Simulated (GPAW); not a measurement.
**CH4Al2 (SMILES [CH2]1[AlH][AlH]1): a first try and a second**

Wanted: the charge distribution of CH4Al2, PBE/dzp (scalar-relativistic datasets).

Program for the calculation: GPAW 26.7.0.

3 further runs of the same task are left out: 3 set aside as unsound or not needed.

## (1) Starting point

The species is CH4Al2 (7 atoms), meant as a singlet with charge 0. As SMILES, `[CH2]1[AlH][AlH]1`. The shape comes from GFN2-xTB, which is rough for such elements, and wasn't checked as a minimum.

Bond lengths: C1–Al2 2.066 Å, C1–Al3 2.064 Å, Al2–Al3 2.481 Å, C1–H4 1.107 Å, C1–H5 1.107 Å, Al2–H6 1.625 Å, Al3–H7 1.625 Å. Some angles: C1–Al2–Al3 53.1°, Al2–C1–Al3 73.8°, C1–Al3–Al2 53.1°, C1–Al2–H6 148.9°, Al3–Al2–H6 158.1°, Al2–C1–H4 119.6°, Al2–C1–H5 119.8°, Al3–C1–H4 119.6°, Al3–C1–H5 119.7°, C1–Al3–H7 148.9°.

## (2) The input as first written

File sp.py:

```python
import numpy as np
from ase import Atoms
from ase.units import Bohr, Debye
from gpaw import GPAW

# Atomic positions
positions_bohr = np.array(
              [[ -1.260221,   0.076345,  -1.198162],
               [ -0.076780,   1.612957,   2.189304],
               [  2.076261,  -1.730309,  -0.292775],
               [ -3.042799,  -1.017353,  -1.270009],
               [ -1.357390,   1.279307,  -2.907929],
               [ -0.549513,   3.599418,   4.482260],
               [  4.210423,  -3.820346,  -1.002670]])
system = Atoms(['C', 'Al', 'Al', 'H', 'H', 'H', 'H'], positions=positions_bohr * Bohr)
system.center(vacuum=4.5)

# Ground state
calc = GPAW(mode='lcao',
            maxiter=88,
            xc='PBE',
            h=0.2,
            basis='dzp',
            convergence={'energy': 0.5, 'density': 0.5, 'eigenstates': 1.0},
            txt='-')
system.calc = calc

energy = system.get_potential_energy()
print(f'Energy = {energy:.5f} eV')
forces = system.get_forces()
print('Forces (eV/Ang)')
for symbol, f in zip(system.symbols, forces):
    print(f'{symbol:2} {f[0]:9.4f} {f[1]:9.4f} {f[2]:9.4f}')
dipole = system.get_dipole_moment() / Debye
print(f'Dipole                  {np.linalg.norm(dipole):.3f} D')
homo, lumo = calc.get_homo_lumo()
print(f'HOMO                    {homo:.3f} eV')
print(f'LUMO: {lumo:.3f} eV')
print(f'Gap = {lumo - homo:.3f} eV')
```

Run with:

```sh
$ python3 sp.py
```

The program printed:

```text
[...]
Number of symmetries: 1
[...]
  Number of IBZ points: 1
[...]
basis functions: 59
Spin-components: 1 (collinear spins)
Bands:           13
[...]
  Valence electrons: 14.0
[...]
  Grid points: [64 64 64]
  Charge: 0.0  # |e|
[...]
    cutoffs:
[...]
occupation numbers:
  # Zero width
[...]
xc functional:
  name: PBE with 2 nearest neighbor stencil
[...]
|iter     |     time |      energy | eigst |  dens |
[...]
|iter:   1| 00:00:08 |  -28.672657 |      c|       |
[...]
|iter:   3| 00:00:10 |  -25.399979c|      c| -0.52c|
Converged in 3 steps
[...]
Energy contributions relative to reference atoms: (reference = -14284.435294)
Energy contributions:
  Kinetic:          20.209818
  Coulomb:         -24.302070
  Zero:              2.369861
  External:          0.000000
  Xc:              -23.677587
  Entropy:           0.000000
  Spinorbit:         0.000000
  ----------------------------
  Free energy:     -25.399979
  Extrapolated:    -25.399979
dipole moment: (-0.018547, 0.001742, -0.017996)  # |e|*Ang
Fermi level: -3.946
Eigenvalues  # (at kpt = [0.000, 0.000, 0.000])
| band index |      eig [eV] | occ [0-2] |
|------------|---------------|-----------|
|          0 |       -16.017 |     2.000 |
|          1 |       -10.526 |     2.000 |
|          2 |        -9.411 |     2.000 |
|          3 |        -9.275 |     2.000 |
|          4 |        -8.265 |     2.000 |
|          5 |        -5.918 |     2.000 |
|          6 |        -4.586 |     2.000 |
|          7 |        -3.306 |     0.000 |
|          8 |        -1.565 |     0.000 |
|          9 |        -1.061 |     0.000 |
|         10 |        -0.914 |     0.000 |
|         11 |         0.304 |     0.000 |
[...]
Gap: 1.280 eV
Transition (v -> c):
[...]
Forces (eV/Ang)
C     0.8462   -0.0347    0.8168
Al    0.1385   -0.2089   -0.1657
Al   -0.1377    0.2073    0.1618
H    -1.2167   -0.7939    0.0118
H    -0.0106    0.8693   -1.1709
H    -0.3349    0.7410    0.6924
H     0.6025   -0.7463   -0.4155
Dipole                  0.124 D
HOMO                    -4.586 eV
LUMO: -3.306 eV
Gap = 1.280 eV
```

Wall time 11 s (1 thread of Intel Xeon at 2.70GHz, shared host); peak memory 0.64 GiB.

## (3) Diagnosis

The program ended normally, but the settings are unsound, so its numbers aren't properties of the molecule.

What is wrong: the convergence setting is far too loose. To mend it: convergence threshold at its default in place of {'energy': 0.5, 'density': 0.5, 'eigenstates': 1.0}.

## (4) The mended input

File run_sp.py:

```python
import numpy as np
from ase import Atoms
from ase.units import Bohr, Debye
from gpaw import GPAW

# Atomic positions
positions_bohr = np.array(
              [[ -1.260221,   0.076345,  -1.198162],
               [ -0.076780,   1.612957,   2.189304],
               [  2.076261,  -1.730309,  -0.292775],
               [ -3.042799,  -1.017353,  -1.270009],
               [ -1.357390,   1.279307,  -2.907929],
               [ -0.549513,   3.599418,   4.482260],
               [  4.210423,  -3.820346,  -1.002670]])
system = Atoms(["C", "Al", "Al", "H", "H", "H", "H"], positions=positions_bohr * Bohr)
system.center(vacuum=4.5)

# Calculator
dft = GPAW(mode="lcao", basis="dzp", h=0.2, xc="PBE", maxiter=100, txt="-")
system.calc = dft

energy = system.get_potential_energy()
print(f"Energy: {energy:.5f} eV")
forces = system.get_forces()
print("Forces (eV/Ang)")
for symbol, f in zip(system.symbols, forces):
    print(f'{symbol:2} {f[0]:9.4f} {f[1]:9.4f} {f[2]:9.4f}')
dipole = system.get_dipole_moment() / Debye
print(f"Dipole                  {np.linalg.norm(dipole):.3f} D")
homo, lumo = dft.get_homo_lumo()
print(f"HOMO = {homo:.3f} eV")
print(f"LUMO = {lumo:.3f} eV")
print(f"Gap = {lumo - homo:.3f} eV")
```

Run with:

```sh
$ python3 run_sp.py
```

The program printed:

```text
[...]
Number of symmetries: 1
[...]
  Number of IBZ points: 1
[...]
basis functions: 59
Spin-components: 1 (collinear spins)
Bands:           13
[...]
  Valence electrons: 14.0
[...]
  Grid points: [64 64 64]
  Charge: 0.0  # |e|
[...]
    cutoffs:
[...]
occupation numbers:
  # Zero width
[...]
xc functional:
  name: PBE with 2 nearest neighbor stencil
[...]
|iter     |     time |      energy | eigst |  dens |
[...]
|iter:   1| 00:00:08 |  -28.672657 |      c|       |
[...]
|iter:   9| 00:00:17 |  -25.346292c|      c| -4.17c|
Converged in 9 steps
[...]
Energy contributions relative to reference atoms: (reference = -14284.435294)
Energy contributions:
  Kinetic:          19.612288
  Coulomb:         -19.841881
  Zero:              0.065000
  External:          0.000000
  Xc:              -25.181700
  Entropy:           0.000000
  Spinorbit:         0.000000
  ----------------------------
  Free energy:     -25.346292
  Extrapolated:    -25.346292
dipole moment: (-0.129864, 0.008297, -0.123819)  # |e|*Ang
Fermi level: -3.665
Eigenvalues  # (at kpt = [0.000, 0.000, 0.000])
| band index |      eig [eV] | occ [0-2] |
|------------|---------------|-----------|
|          0 |       -15.825 |     2.000 |
|          1 |       -10.218 |     2.000 |
|          2 |        -9.223 |     2.000 |
|          3 |        -8.874 |     2.000 |
|          4 |        -7.884 |     2.000 |
|          5 |        -5.720 |     2.000 |
|          6 |        -4.240 |     2.000 |
|          7 |        -3.090 |     0.000 |
|          8 |        -1.334 |     0.000 |
|          9 |        -0.830 |     0.000 |
|         10 |        -0.583 |     0.000 |
|         11 |         0.516 |     0.000 |
[...]
Gap: 1.150 eV
Transition (v -> c):
[...]
Forces (eV/Ang)
C     0.7103   -0.0327    0.6851
Al    0.3365   -0.4269   -0.2686
Al   -0.2174    0.4181    0.3771
H    -0.3675   -0.3535    0.1531
H     0.1467    0.3699   -0.3572
H    -0.2967    0.0184   -0.2770
H    -0.3146    0.0305   -0.2840
Dipole                  0.863 D
HOMO = -4.240 eV
LUMO = -3.090 eV
Gap = 1.150 eV
```

It took 18 s on 1 thread of Intel Xeon at 2.70GHz, shared host; peak memory 0.64 GiB.

## (5) What came out

Level: PBE/dzp (scalar-relativistic datasets).

| quantity | value |
| --- | --- |
| energy as printed (from the program's reference atoms) | -25.3463 eV |
| dipole moment | 0.86 D |
| HOMO energy | -4.24 eV |
| LUMO energy | -3.09 eV |
| HOMO–LUMO gap | 1.15 eV |

**Reading.** The first attempt's energy was -0.054 eV off this one.
